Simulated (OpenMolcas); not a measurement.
**SF4 (sulfur tetrafluoride): levels of theory compared**

We compute a comparison of 6 runs (B3LYP/6-31G*, BHLYP/6-311+G**, M06-2X/6-311+G**, PBE0/6-311+G**, SVWN5/6-311+G**, revPBE/6-311+G**) of SF4 (sulfur tetrafluoride). 

The results are computed with OpenMolcas 26.06.

## Step 1: The molecule

SF4: 5 atoms, total charge 0, spin state singlet. SMILES: `FS(F)(F)F`. The coordinates come from a PBE0-D4/def2-TZVP relaxation.

Bond lengths: F1–S2 1.553 Å, S2–F3 1.649 Å, S2–F4 1.649 Å, S2–F5 1.553 Å. Angles: F1–S2–F3 87.6°, F1–S2–F4 87.6°, F1–S2–F5 101.3°, F3–S2–F4 172.5°, F3–S2–F5 87.6°, F4–S2–F5 87.6°.

## Step 2: Energy and forces at B3LYP/6-31G(d) (Cartesian functions) (run 1)

The input, calc.inp:

```
* F4S Kohn-Sham DFT
>>> EXPORT MOLCAS_PRINT=2

&GATEWAY
  BasLib=$CurrDir
  BasisSet
  F.6-31Gs....
  F1 -0.561200 -0.228000 1.172800 angstrom
  F3 1.536700 -0.462000 0.491400 angstrom
  F4 -1.440100 -0.077300 -0.858200 angstrom
  F5 0.400600 1.124600 -0.563100 angstrom
  End of Basis
  BasisSet
  S.6-31Gs....
  S2 0.064000 -0.357400 -0.243000 angstrom
  End of Basis

&SEWARD
  GridInput
  Grid=UltraFine
  End of Grid

&SCF
  KSDFT=B3LYP
  Thresholds=1e-10 1e-07 1e-07 1e-05
  PrOrbitals=1

&ALASKA
```

The basis set 6-31G* is read from a file made from the Basis Set Exchange's data (not shown).

Command:

```console
$ export MOLCAS_MEM=1860
$ pymolcas calc.inp > calc.log
```

Standard output:

```text
--- Start Module: gateway ---
[...]
--- Stop Module: gateway /rc=_RC_ALL_IS_WELL_ ---
[...]
      Basis functions           79
[...]
--- Start Module: scf ---
[...]
       Convergence after  15 Iterations
[...]
::    Total KS-DFT energy                            -797.4565386559
[...]
      Total spin, S                                     0.0000000000
[...]
      Total electronic charge=   52.000000
      Total            charge=   -0.000000
[...]
      Dipole Moment (debye):
      Origin of the operator (angstrom)=    0.0077   -0.0430   -0.0292
                   X=  9.5254E-02               Y= -5.3056E-01               Z= -3.6049E-01           Total=  6.4848E-01
      Quadrupole Moment (debye*angstrom):
[...]
--- Stop Module: scf /rc=_RC_ALL_IS_WELL_ ---
[...]
--- Start Module: alaska ---
[...]
 *              Molecular gradients               *
 **************************************************
  Irreducible representation: a
 ------------------------------------------------------------------------------------------
                              X                       Y                       Z
 ------------------------------------------------------------------------------------------
  F1                1.23501175202279E-02   -2.06772948841705E-03   -2.78426707833930E-02
  F3               -1.43741215702775E-02    1.04873882594259E-03   -7.15331121575069E-03
  F4                1.46650167311009E-02   -2.69633372025552E-03    6.01657037489822E-03
  F5               -6.80114404958410E-03   -2.90040405421053E-02    6.71730050308383E-03
  S2               -5.83986863142405E-03    3.27193649248407E-02    2.22621111211616E-02
 ------------------------------------------------------------------------------------------
--- Stop Module: alaska /rc=_RC_ALL_IS_WELL_ ---
[...]
```

It took 17 s on 1 thread of Intel Xeon 6975P-C (Granite Rapids), shared host; peak memory 0.44 GiB.

## Step 3: Energy and gradient at BHLYP/6-311+G(d,p) (run 2)

The input, job.input:

```
&gateway
  baslib
  $CurrDir
  coord
  5
  angstrom
  F       -0.561200      -0.228000       1.172800
  S        0.064000      -0.357400      -0.243000
  F        1.536700      -0.462000       0.491400
  F       -1.440100      -0.077300      -0.858200
  F        0.400600       1.124600      -0.563100
  basis
  6-311pGss
  group
  NoSym

&seward
  gridinput
  Grid=UltraFine
  End of Grid

&scf
  ksdft
  HYB_GGA_XC_BHANDHLYP
  thresholds
  1e-10 1e-07 1e-07 1e-05
  prorbitals
  1

&alaska
```

The basis set 6-311+G** is read from a file made from the Basis Set Exchange's data (not shown).

Command:

```console
$ export MOLCAS_MEM=1860
$ pymolcas job.input > job.log
```

Standard output:

```text
--- Start Module: gateway ---
[...]
--- Stop Module: gateway /rc=_RC_ALL_IS_WELL_ ---
[...]
      Basis functions          118
[...]
--- Start Module: scf ---
[...]
       Convergence after  14 Iterations
[...]
::    Total KS-DFT energy                            -797.4329648512
[...]
      Total spin, S                                     0.0000000000
[...]
      Total electronic charge=   52.000000
      Total            charge=   -0.000000
[...]
      Dipole Moment (debye):
      Origin of the operator (angstrom)=    0.0077   -0.0430   -0.0292
                   X=  1.5343E-01               Y= -8.5527E-01               Z= -5.8123E-01           Total=  1.0454E+00
      Quadrupole Moment (debye*angstrom):
[...]
--- Stop Module: scf /rc=_RC_ALL_IS_WELL_ ---
[...]
--- Start Module: alaska ---
[...]
 *              Molecular gradients               *
 **************************************************
  Irreducible representation: a
 ------------------------------------------------------------------------------------------
                              X                       Y                       Z
 ------------------------------------------------------------------------------------------
  F1                2.48764468667950E-03   -3.38163343270248E-04   -5.59738949761979E-03
  S2               -1.69961946758423E-03    9.57963051336463E-03    6.52720814092866E-03
  F3               -8.04105975147351E-03   -6.39810963988019E-04   -4.96084762684212E-03
  F4                8.65524591745270E-03   -2.78991295218800E-03    2.61297684200734E-03
  F5               -1.40221138501229E-03   -5.81174325394329E-03    1.41805214144330E-03
 ------------------------------------------------------------------------------------------
--- Stop Module: alaska /rc=_RC_ALL_IS_WELL_ ---
[...]
```

It took 30 s on 1 thread of Intel Xeon 6975P-C (Granite Rapids), shared host; peak memory 0.73 GiB.

## Step 4: Energy and forces at M06-2X/6-311+G(d,p) (run 3)

The input, input.xyz:

```xyz
5

F     -0.561200    -0.228000     1.172800
S      0.064000    -0.357400    -0.243000
F      1.536700    -0.462000     0.491400
F     -1.440100    -0.077300    -0.858200
F      0.400600     1.124600    -0.563100
```

The input, calc.inp:

```
* F4S Kohn-Sham DFT
&GATEWAY
BasLib=$CurrDir
Coord=input.xyz
Basis=6-311pGss
Group=NoSym
&SEWARD
GridInput
Grid=UltraFine
End of Grid
&SCF
KSDFT=M062X
Thresholds=1e-10 1e-07 1e-07 1e-05
PrOrbitals=1 1
&ALASKA
```

The basis set 6-311+G** is read from a file made from the Basis Set Exchange's data (not shown).

Command:

```console
$ export MOLCAS_MEM=1860
$ pymolcas calc.inp > calc.log
```

Standard output:

```text
--- Start Module: gateway ---
[...]
--- Stop Module: gateway /rc=_RC_ALL_IS_WELL_ ---
[...]
      Basis functions          118
[...]
--- Start Module: scf ---
[...]
       Convergence after  14 Iterations
[...]
::    Total KS-DFT energy                            -797.4451381202
[...]
      Total spin, S                                     0.0000000000
[...]
      Total electronic charge=   52.000000
      Total            charge=   -0.000000
[...]
      Dipole Moment (debye):
      Origin of the operator (angstrom)=    0.0077   -0.0430   -0.0292
                   X=  1.4879E-01               Y= -8.2934E-01               Z= -5.6360E-01           Total=  1.0137E+00
      Quadrupole Moment (debye*angstrom):
[...]
--- Stop Module: scf /rc=_RC_ALL_IS_WELL_ ---
[...]
--- Start Module: alaska ---
[...]
 *              Molecular gradients               *
 **************************************************
  Irreducible representation: a
 ------------------------------------------------------------------------------------------
                              X                       Y                       Z
 ------------------------------------------------------------------------------------------
  F1                5.70988527658223E-03   -1.77860808059604E-03   -1.31145487913464E-02
  S2               -3.59587166833730E-03    2.01725479827530E-02    1.37300399894471E-02
  F3               -1.14591071465924E-02   -7.11994079021672E-04   -6.91079102681158E-03
  F4                1.22607352433697E-02   -3.76978216600943E-03    3.84729551996088E-03
  F5               -2.91564170500536E-03   -1.39121636571709E-02    2.44800430876690E-03
 ------------------------------------------------------------------------------------------
--- Stop Module: alaska /rc=_RC_ALL_IS_WELL_ ---
[...]
```

Wall time 36 s (1 thread of Intel Xeon 6975P-C (Granite Rapids), shared host); peak memory 0.73 GiB.

Runs 4 to 5 aren't shown in full; the table further down has their settings and results.

## Step 5: Energy and forces at revPBE/6-311+G(d,p) (run 6)

The input, test.input:

```
&gateway
  baslib
  $CurrDir
  coord
  5
  angstrom
  F       -0.561200      -0.228000       1.172800
  S        0.064000      -0.357400      -0.243000
  F        1.536700      -0.462000       0.491400
  F       -1.440100      -0.077300      -0.858200
  F        0.400600       1.124600      -0.563100
  basis
  6-311pGss
  group
  NoSym

&seward
  gridinput
  Grid=UltraFine
  End of Grid

&scf
  ksdft
  revPBE
  thresholds
  1e-10 1e-07 1e-07 1e-05
  prorbitals
  1 1

&alaska
```

The basis set 6-311+G** is read from a file made from the Basis Set Exchange's data (not shown).

Command:

```console
$ export MOLCAS_MEM=1860
$ pymolcas test.input > test.log
```

Standard output:

```text
--- Start Module: gateway ---
[...]
--- Stop Module: gateway /rc=_RC_ALL_IS_WELL_ ---
[...]
      Basis functions          118
[...]
--- Start Module: scf ---
[...]
       Convergence after  22 Iterations
[...]
::    Total KS-DFT energy                            -797.4018427615
[...]
      Total spin, S                                     0.0000000000
[...]
      Total electronic charge=   52.000000
      Total            charge=   -0.000000
[...]
      Dipole Moment (debye):
      Origin of the operator (angstrom)=    0.0077   -0.0430   -0.0292
                   X=  1.1315E-01               Y= -6.3035E-01               Z= -4.2833E-01           Total=  7.7047E-01
      Quadrupole Moment (debye*angstrom):
[...]
--- Stop Module: scf /rc=_RC_ALL_IS_WELL_ ---
[...]
--- Start Module: alaska ---
[...]
 *              Molecular gradients               *
 **************************************************
  Irreducible representation: a
 ------------------------------------------------------------------------------------------
                              X                       Y                       Z
 ------------------------------------------------------------------------------------------
  F1                2.08970997919273E-02   -2.37318500727329E-03   -4.67803580031791E-02
  S2               -8.63278174685256E-03    4.83045523688261E-02    3.28568746874254E-02
  F3               -3.79734466812245E-02    6.10404230639627E-03   -1.62889372903825E-02
  F4                3.75303316322508E-02   -3.64606476033447E-03    1.79465082030656E-02
  F5               -1.18212029960443E-02   -4.83893449075055E-02    1.22659124029889E-02
 ------------------------------------------------------------------------------------------
--- Stop Module: alaska /rc=_RC_ALL_IS_WELL_ ---
[...]
```

Wall time 41 s (1 thread of Intel Xeon 6975P-C (Granite Rapids), shared host); peak memory 0.73 GiB.

## Step 6: The series

```tsv
run	level	Cartesian functions	energy (Eh)	dipole moment (D)	HOMO energy (eV)	LUMO energy (eV)	wall time
1	B3LYP/6-31G* (Cartesian functions)	yes	-797.456539	0.65	-9.08	-1.70	17 s
2	BHLYP/6-311+G**	no	-797.432965	1.05	-11.83	-1.40	30 s
3	M06-2X/6-311+G**	no	-797.445138	1.01	-11.78	-1.45	36 s
4	PBE0/6-311+G**	no	-797.084337	0.90	-10.22	-2.43	31 s
5	SVWN5/6-311+G**	no	-793.766191	0.84	-8.81	-3.65	27 s
6	revPBE/6-311+G**	no	-797.401843	0.77	-8.49	-3.29	41 s
```

## Step 7: What came out

| quantity | value |
| --- | --- |
| run 6: total energy | -797.40184 Eh |
| run 6: dipole moment | 0.77 D |
| run 6: HOMO energy | -8.49 eV |
| run 6: LUMO energy | -3.29 eV |
| run 6: HOMO–LUMO gap | 5.20 eV |
| run 6: largest force on an atom | 3.037 eV/Å |

The dipole moment (its size) runs from 0.65 D (B3LYP/6-31G*) to 1.05 D (BHLYP/6-311+G**). The two ends differ in method and basis. The HOMO–LUMO gap runs from 5.16 eV (SVWN5/6-311+G**) to 10.43 eV (BHLYP/6-311+G**). Totals of different functionals can't be ranked against each other. All runs together took 3 min, the longest 41 s.
